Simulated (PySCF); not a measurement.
Method: PySCF energies plus ideal-gas RRHO corrections (1 bar). Table values come from the NASA 1993 polynomials. Open shells (unrestricted): C2H3 (vinyl) (multiplicity 2). The harmonic model lacks anharmonicity and excited electronic states, which grow with temperature; levels with a mode under 35 cm⁻¹ are left out. The table's entry may be an old estimate for C2H3 (vinyl) (not checked at source).

Harmonic frequencies at PBE/def2-SVP (cm⁻¹): 669, 785, 868, 987, 1311, 1628, 2977, 3080, 3182. Point group Cs; S°(298 K) = 234.6 J/mol/K at this level.

### Question
Work out Cp and S° of gaseous C2H3 (vinyl) at 500, 800, 1200, 1600, 2000 K from these, and set them beside the table.

### Answer
```
T (K)  Cp PBE/def2-SVP  Cp table  S° PBE/def2-SVP  S° table
-----  ---------------  --------  ---------------  --------
500               59.3      57.4            261.4     259.5
800               73.6      72.6            292.6     290.1
1200              85.7      84.9            324.9     322.1
1600              93.0      92.6            350.6     347.7
2000              97.5      97.6            371.9     368.9
```
Units J/mol/K.
